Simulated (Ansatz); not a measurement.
C₄H₄S (`CC#CC=S`). The species carries charge 0 and has multiplicity 1.

Cartesian coordinates in Å:
```
C -1.2029 -1.2071 -0.6769
C -0.2638 -0.2314 -0.1757
C 0.5277 0.5694 0.2630
C 1.4425 1.5148 0.7509
S 2.2527 1.3970 2.1506
H -0.6755 -2.1138 -0.9866
H -1.7583 -0.8242 -1.5358
H -1.9159 -1.4899 0.1020
H 1.5937 2.3853 0.1085
```

Task: List the harmonic frequencies (cm⁻¹, unscaled) at PBE0-D4/def2-TZVP in Ansatz. (An estimate is asked.)

Result: Ansatz gave: 22, 117, 191, 311, 424, 498, 772, 872, 1029, 1043, 1048, 1237, 1376, 1404, 1458, 1462, 2323, 3047, 3093, 3115, 3125.

Task: Is this a minimum?

Result: Yes, all 21 modes are real.

Task: Give the ideal-gas thermochemistry at 298.15 K and 1 bar (rigid rotor, harmonic oscillator; point group C1, symmetry number 1).

Result: Zero-point energy 167.3 kJ/mol; H(298) − E = 186.1 kJ/mol; entropy 337.9 J/(mol·K), of which translation 164.1, rotation 109.4, vibration 64.4; G(298) − E = 85.3 kJ/mol. Modes under 100 cm⁻¹ are hindered rotations or soft bends, so the harmonic entropy is rough.

Task: And at 400, 500, 600, 800 and 1000 K?

Result: 
```csv
T (K),H − E (kJ/mol),S (J/mol/K),G − E (kJ/mol)
400,195.8,365.8,49.4
500,206.8,390.3,11.6
600,219.0,412.7,-28.6
800,246.6,452.2,-115.2
1000,277.2,486.3,-209.1
```

Task: Rotational constants (cm⁻¹)?

Result: 0.8868, 0.04984, 0.0476.
